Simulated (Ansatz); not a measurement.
Cost and result for the atomization energy of C₃H₆FN, SMILES `CC(F)C=N` (11 atoms, 10 bonds).

```xyz
11

C    -0.860    1.061   -0.031
C    -0.083   -0.129   -0.544
F     1.001    0.314   -1.281
C     0.399   -1.015    0.571
N     1.595   -1.299    0.842
H    -1.729    0.727    0.540
H    -0.231    1.672    0.619
H    -1.209    1.672   -0.865
H    -0.707   -0.728   -1.221
H    -0.397   -1.436    1.193
H     2.221   -0.840    0.176
```

Total charge 0; spin multiplicity 1. Geometry: relaxed with PBE0-D4/def2-TZVP. It is one conformer, not always the lowest. Program: Ansatz. All runs use 4 threads of an Arm Neoverse V1 on a shared host. Times are those of one run each, without the atoms' runs, and a repeat can differ threefold. Electronic energies, without spin–orbit coupling; frozen cores. CCSD(T)/CBS adds CCSD(T) − MP2 in def2-TZVPP to the MP2 limit, and its time is that of the two runs behind it. T1 = 0.011. B3LYP takes the VWN-RPA correlation (the form of Gaussian; ORCA's B3LYP/G).

CCSD(T)/CBS is a level of theory with its own doubt, some kJ/mol a heavy atom from the limit and from the frozen cores, so smaller differences don't rank the functionals.

```
                             level  functions  atomization (kcal/mol)  difference from CCSD(T)/CBS  per bond
                CCSD(T)/def2-TZVPP        239                  1016.0                        -26.7      -2.7
                 B2PLYP/def2-TZVPP        239                  1035.4                         -7.3      -0.7
                 CCSD(T)/CBS(def2)          –                  1042.7                          0.0       0.0
   PBE-D4/def2-TZVPP (with forces)        239                  1076.2                         33.5       3.4
  ωB97M-V/def2-TZVPP (with forces)        239                  1048.0                          5.3       0.5
r2SCAN-D4/def2-TZVPP (with forces)        239                  1044.8                          2.1       0.2
                    MP2/def2-QZVPP        465                  1049.8                          7.1       0.7
 B3LYP-D4/def2-TZVPP (with forces)        239                  1046.6                          3.9       0.4
                PBE0-D4/def2-TZVPP        239                  1051.0                          8.3       0.8
                ωB97X-V/def2-TZVPP        239                  1046.6                          3.9       0.4
```

Question: Order the runs by time, with rough figures. (Best estimate.)

Answer: Computed: PBE-D4/def2-TZVPP (with forces) 2.3 s; PBE0-D4/def2-TZVPP 2.4 s; B3LYP-D4/def2-TZVPP (with forces) 3.8 s; r2SCAN-D4/def2-TZVPP (with forces) 4.6 s; B2PLYP/def2-TZVPP 5.5 s; ωB97X-V/def2-TZVPP 7 s; ωB97M-V/def2-TZVPP (with forces) 10 s; MP2/def2-QZVPP 25 s; CCSD(T)/def2-TZVPP 2.6 min; CCSD(T)/CBS(def2) 3 min.

From PBE to PBE0 (25 % exact exchange), in def2-TZVPP and without D4, the atomization energy moves by −24.5 kcal/mol: exact exchange takes away binding that semilocal exchange gives to molecules. In def2-TZVPP, CCSD(T) changes the Hartree–Fock value by +271.7 kcal/mol (the triples alone add +16.9 kcal/mol) and MP2 by +289.8 kcal/mol; breaking electron pairs costs correlation energy, which Hartree–Fock lacks. The D4 term adds +6.6 kcal/mol with B3LYP and +3.4 kcal/mol with PBE0; it sums over pairs of atoms, weighted by their polarisabilities, and B3LYP, whose exchange is more repulsive, gets the larger term.
